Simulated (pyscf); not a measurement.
Optimised with ωB97X-D3(BJ)/def2-SVP in PySCF.

SMILES: [F][NbH]([Cl])([Cl])[Cl]
```xyz
6

F      0.9296     0.6450    -1.3891
Nb     0.7860    -0.3027     0.2032
Cl     1.0072    -0.6902     2.4505
Cl    -1.4700    -0.4243     0.1552
Cl     2.0855    -2.0234    -0.4723
H      1.5301     1.1354     0.7458
```

Q: How much does it cost (ΔH, 298 K, ωB97M-D3(BJ)/def2-TZVP) to split F–NbH(Cl)(Cl)–Cl (SMILES [F][NbH]([Cl])([Cl])[Cl]) at its F–Nb bond into F• + [Cl–NbH(Cl)–Cl]•?

A: F–Nb to F• + [Cl–NbH(Cl)–Cl]•: 108.6 kcal/mol. The 7 functionals that were run give +105.6 (M06-2X) to +123.2 kcal/mol (PBE). The radicals are drawn with the spin at the cut bond; how far it spreads was not checked. Left out: the spin-orbit lowering of F. Open-shell species with a d-block atom are single-reference here; other states, and whether the spin sits on metal or ligand, were not checked. Elements past Kr carry the def2 core potentials, without spin-orbit coupling.
